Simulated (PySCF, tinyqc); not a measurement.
Worked calculation: G0W0 on RHF in the sto-3g basis, for CH2, spin multiplicity 1. The lowest restricted solution is unstable here: a spin-polarised one lies 0.0437 hartree lower (PySCF). One step of it, computed by the program tinyqc.

Question. Screening: direct RPA. With D = e_a - e_i and K = (ia|jb): diagonalise D^(1/2) (D + 4K) D^(1/2) = Z w^2 Z^T; X + Y = D^(1/2) Z w^(-1/2), each column of Z with its largest component positive (the first on a tie); E_c = (sum w - tr (D + 2K)) / 2.

orbital energies (hartree): MO1 -10.977714, MO2 -0.767998, MO3 -0.497314, MO4 -0.257200, MO5 0.248478, MO6 0.476930, MO7 0.690582

Two-electron integrals over orbitals (pq|rs), unique and non-zero (hartree):
```
p,q,r,s,(pq|rs)
1,1,1,1,3.507781
2,1,1,1,-0.296553
2,1,2,1,0.039757
2,2,1,1,0.713954
2,2,2,1,-0.008435
2,2,2,2,0.527900
3,1,1,1,-0.001054
3,1,2,1,0.000116
3,1,2,2,-0.000128
3,1,3,1,0.006908
3,2,1,1,0.000235
3,2,2,1,-0.000067
3,2,2,2,-0.001075
3,2,3,1,0.012294
3,2,3,2,0.141577
3,3,1,1,0.579637
3,3,2,1,-0.002677
3,3,2,2,0.492756
3,3,3,1,0.000061
3,3,3,2,0.000702
3,3,3,3,0.504631
4,1,1,1,0.145170
4,1,2,1,-0.016921
4,1,2,2,0.012430
4,1,3,1,-0.000076
4,1,3,2,3.36e-06
4,1,3,3,0.005032
4,1,4,1,0.025182
4,2,1,1,-0.085363
4,2,2,1,0.006669
4,2,2,2,0.014276
4,2,3,1,0.000014
4,2,3,2,-0.000083
4,2,3,3,0.017392
4,2,4,1,0.015293
4,2,4,2,0.081829
4,3,1,1,-0.000783
4,3,2,1,0.000039
4,3,2,2,-0.000291
4,3,3,1,-0.001851
4,3,3,2,0.026578
4,3,3,3,0.000162
4,3,4,1,0.000061
4,3,4,2,0.000312
4,3,4,3,0.031974
4,4,1,1,0.805934
4,4,2,1,-0.012157
4,4,2,2,0.505331
4,4,3,1,-0.000023
4,4,3,2,0.000183
4,4,3,3,0.455566
4,4,4,1,-0.012058
4,4,4,2,-0.087077
4,4,4,3,-0.000595
4,4,4,4,0.656974
5,1,5,1,0.021683
5,2,5,1,0.023932
5,2,5,2,0.092515
5,3,5,1,0.000086
5,3,5,2,0.000251
5,3,5,3,0.018642
5,4,5,1,-0.011561
5,4,5,2,-0.035579
5,4,5,3,-0.000159
5,4,5,4,0.047104
5,5,1,1,0.851993
5,5,2,1,-0.009462
5,5,2,2,0.542374
5,5,3,1,-0.000032
5,5,3,2,0.000092
5,5,3,3,0.467896
5,5,4,1,0.004160
5,5,4,2,-0.045886
5,5,4,3,-0.000442
5,5,4,4,0.579577
5,5,5,5,0.672833
6,1,1,1,-0.220236
6,1,2,1,0.031291
6,1,2,2,-0.002039
6,1,3,1,0.000201
6,1,3,2,0.000147
6,1,3,3,-0.000216
6,1,4,1,-0.004132
6,1,4,2,0.013871
6,1,4,3,0.000034
6,1,4,4,-0.017027
6,1,5,5,-0.006118
6,1,6,1,0.029369
6,2,1,1,0.239586
6,2,2,1,-0.006004
6,2,2,2,0.079880
6,2,3,1,0.000058
6,2,3,2,0.000565
6,2,3,3,0.018888
6,2,4,1,0.013860
6,2,4,2,0.003035
6,2,4,3,-0.000254
6,2,4,4,0.078753
6,2,5,5,0.124502
6,2,6,1,0.001147
6,2,6,2,0.096199
6,3,1,1,0.003178
6,3,2,1,-0.000068
6,3,2,2,0.001576
6,3,3,1,0.000975
6,3,3,2,-0.075333
6,3,3,3,-0.000030
6,3,4,1,0.000044
6,3,4,2,-0.000418
6,3,4,3,-0.031525
6,3,4,4,0.001373
6,3,5,5,0.001744
6,3,6,1,-0.000030
6,3,6,2,0.001083
6,3,6,3,0.093344
6,4,1,1,0.108605
6,4,2,1,0.000169
6,4,2,2,0.039986
6,4,3,1,-0.000065
6,4,3,2,-0.000576
6,4,3,3,0.004842
6,4,4,1,0.005835
6,4,4,2,0.001158
6,4,4,3,-0.000088
6,4,4,4,0.054500
6,4,5,5,0.054218
6,4,6,1,0.003254
6,4,6,2,0.053903
6,4,6,3,0.001058
6,4,6,4,0.037694
6,5,5,1,0.016348
6,5,5,2,0.056115
6,5,5,3,0.000362
6,5,5,4,-0.010545
6,5,6,5,0.042252
6,6,1,1,0.645091
6,6,2,1,-0.005855
6,6,2,2,0.505032
6,6,3,1,0.000111
6,6,3,2,0.001841
6,6,3,3,0.490816
6,6,4,1,0.019628
6,6,4,2,0.054615
6,6,4,3,0.000817
6,6,4,4,0.442660
6,6,5,5,0.480965
6,6,6,1,0.004551
6,6,6,2,0.048598
6,6,6,3,-0.001138
6,6,6,4,0.023809
6,6,6,6,0.540093
7,1,1,1,0.002249
7,1,2,1,-0.000360
7,1,2,2,-0.000119
7,1,3,1,0.012248
7,1,3,2,0.020025
7,1,3,3,0.000129
7,1,4,1,0.000060
7,1,4,2,-0.000107
7,1,4,3,-0.003458
7,1,4,4,0.000156
7,1,5,5,0.000057
7,1,6,1,-0.000113
7,1,6,2,0.000144
7,1,6,3,0.001443
7,1,6,4,-0.000134
7,1,6,6,0.000215
7,1,7,1,0.021809
7,2,1,1,-0.003065
7,2,2,1,0.000051
7,2,2,2,-0.000940
7,2,3,1,0.009393
7,2,3,2,0.008096
7,2,3,3,-0.000150
7,2,4,1,-0.000115
7,2,4,2,0.000267
7,2,4,3,-0.027734
7,2,4,4,-0.001170
7,2,5,5,-0.001534
7,2,6,1,0.000150
7,2,6,2,-0.000737
7,2,6,3,0.045357
7,2,6,4,-0.000623
7,2,6,6,-0.000735
7,2,7,1,0.015535
7,2,7,2,0.055641
7,3,1,1,0.258986
7,3,2,1,-0.005610
7,3,2,2,0.072000
7,3,3,1,0.000016
7,3,3,2,0.000898
7,3,3,3,0.030239
7,3,4,1,-0.000233
7,3,4,2,-0.051083
7,3,4,3,-0.000184
7,3,4,4,0.125050
7,3,5,5,0.133495
7,3,6,1,-0.005598
7,3,6,2,0.077660
7,3,6,3,0.000653
7,3,6,4,0.043271
7,3,6,6,0.008176
7,3,7,1,0.000108
7,3,7,2,-0.001254
7,3,7,3,0.116841
7,4,1,1,-0.000585
7,4,2,1,0.000014
7,4,2,2,0.000227
7,4,3,1,-0.007279
7,4,3,2,-0.064806
7,4,3,3,-0.000451
7,4,4,1,-0.000068
7,4,4,2,-0.000182
7,4,4,3,0.006002
7,4,4,4,-0.000244
7,4,5,5,-0.000241
7,4,6,1,-0.000149
7,4,6,2,-0.000619
7,4,6,3,0.041263
7,4,6,4,0.000265
7,4,6,6,-0.001061
7,4,7,1,-0.012601
7,4,7,2,-0.009194
7,4,7,3,-0.000659
7,4,7,4,0.055291
7,5,5,1,-0.000168
7,5,5,2,-0.000620
7,5,5,3,0.018698
7,5,5,4,0.000142
7,5,6,5,-0.000200
7,5,7,5,0.023184
7,6,1,1,0.000501
7,6,2,1,-0.000049
7,6,2,2,-0.000920
7,6,3,1,0.008673
7,6,3,2,0.114818
7,6,3,3,0.000761
7,6,4,1,-0.000152
7,6,4,2,-0.000629
7,6,4,3,0.037923
7,6,4,4,0.000612
7,6,5,5,0.000160
7,6,6,1,0.000027
7,6,6,2,0.000079
7,6,6,3,-0.085465
7,6,6,4,-0.000656
7,6,6,6,0.001590
7,6,7,1,0.014454
7,6,7,2,-0.019338
7,6,7,3,0.001223
7,6,7,4,-0.050107
7,6,7,6,0.119266
7,7,1,1,0.750304
7,7,2,1,-0.009370
7,7,2,2,0.512295
7,7,3,1,-0.000196
7,7,3,2,-0.002171
7,7,3,3,0.509073
7,7,4,1,0.003319
7,7,4,2,-0.015129
7,7,4,3,-0.000829
7,7,4,4,0.521494
7,7,5,5,0.525364
7,7,6,1,-0.007097
7,7,6,2,0.043601
7,7,6,3,0.002415
7,7,6,4,0.016343
7,7,6,6,0.500792
7,7,7,1,-0.000203
7,7,7,2,-0.000270
7,7,7,3,0.072429
7,7,7,4,0.000871
7,7,7,6,-0.001778
7,7,7,7,0.557253
```

Give: D^(1/2) (D + 4K) D^(1/2); excitation energies w; X + Y; RPA correlation energy.

Answer.

D^(1/2) (D + 4K) D^(1/2) (hartree^2):
```
,1>5,1>6,1>7,2>5,2>6,2>7,3>5,3>6,3>7,4>5,4>6,4>7
1>5,127.0010,0.0000,0.0000,0.3234,0.0000,0.0000,0.0010,0.0000,0.0000,-0.1102,0.0000,0.0000
1>6,0.0000,132.5545,-0.0052,0.0000,0.0173,0.0025,0.0000,-0.0004,-0.0826,0.0000,0.0377,-0.0020
1>7,0.0000,-0.0052,137.1670,0.0000,0.0022,0.2564,0.0000,0.0195,0.0016,0.0000,-0.0016,-0.1676
2>5,0.3234,0.0000,0.0000,1.4094,0.0000,0.0000,0.0009,0.0000,0.0000,-0.1020,0.0000,0.0000
2>6,0.0000,0.0173,0.0022,0.0000,2.0289,-0.0040,0.0000,0.0048,0.3778,0.0000,0.2061,-0.0027
2>7,0.0000,0.0025,0.2564,0.0000,-0.0040,2.4521,0.0000,0.2163,-0.0066,0.0000,-0.0026,-0.0432
3>5,0.0010,0.0000,0.0000,0.0009,0.0000,0.0000,0.6118,0.0000,0.0000,-0.0004,0.0000,0.0000
3>6,0.0000,-0.0004,0.0195,0.0000,0.0048,0.2163,0.0000,1.3129,0.0028,0.0000,0.0036,0.1586
3>7,0.0000,-0.0826,0.0016,0.0000,0.3778,-0.0066,0.0000,0.0028,1.9663,0.0000,0.1616,-0.0028
4>5,-0.1102,0.0000,0.0000,-0.1020,0.0000,0.0000,-0.0004,0.0000,0.0000,0.3510,0.0000,0.0000
4>6,0.0000,0.0377,-0.0016,0.0000,0.2061,-0.0026,0.0000,0.0036,0.1616,0.0000,0.6496,0.0009
4>7,0.0000,-0.0020,-0.1676,0.0000,-0.0027,-0.0432,0.0000,0.1586,-0.0028,0.0000,0.0009,1.1079
```

excitation energies w (hartree): 0.5841  0.7814  0.7822  1.0034  1.1721  1.1909  1.2724  1.5539  1.5786  11.2695  11.5132  11.7119

X + Y:
```
,1,2,3,4,5,6,7,8,9,10,11,12
1>5,0.0027,0.0000,0.0000,0.0000,0.0000,-0.0081,0.0000,0.0000,0.0000,0.9981,0.0000,0.0000
1>6,0.0000,-0.0012,0.0000,0.0000,0.0000,0.0000,0.0017,0.0008,-0.0001,0.0000,0.9975,-0.0011
1>7,0.0000,0.0000,0.0000,0.0032,0.0025,0.0000,0.0000,-0.0005,-0.0052,0.0000,0.0011,0.9981
2>5,0.1252,0.0000,-0.0014,0.0000,0.0000,0.9197,0.0000,0.0000,0.0000,0.0008,0.0000,0.0000
2>6,0.0000,-0.1531,0.0000,0.0043,-0.0059,0.0000,-0.6648,0.6516,-0.0529,0.0000,0.0000,0.0000
2>7,0.0000,0.0017,0.0000,0.1233,-0.1645,0.0000,0.0034,0.0791,0.9424,0.0000,0.0000,0.0007
3>5,0.0013,0.0000,0.9765,0.0000,0.0000,0.0009,0.0000,0.0000,0.0000,0.0000,0.0000,0.0000
3>6,0.0000,-0.0044,0.0000,-0.5063,0.7649,0.0000,-0.0022,0.0166,0.1399,0.0000,0.0000,0.0000
3>7,0.0000,-0.1037,0.0000,0.0035,-0.0005,0.0000,0.7152,0.5811,-0.0504,0.0000,-0.0002,0.0000
4>5,0.9262,0.0000,-0.0008,0.0000,0.0000,-0.0618,0.0000,0.0000,0.0000,-0.0002,0.0000,0.0000
4>6,0.0000,0.9587,0.0000,-0.0001,0.0028,0.0000,-0.0148,0.1002,-0.0087,0.0000,0.0001,0.0000
4>7,0.0000,-0.0017,0.0000,0.8278,0.4710,0.0000,-0.0014,-0.0023,-0.0076,0.0000,0.0000,-0.0004
```

RPA correlation energy = -0.061617 hartree
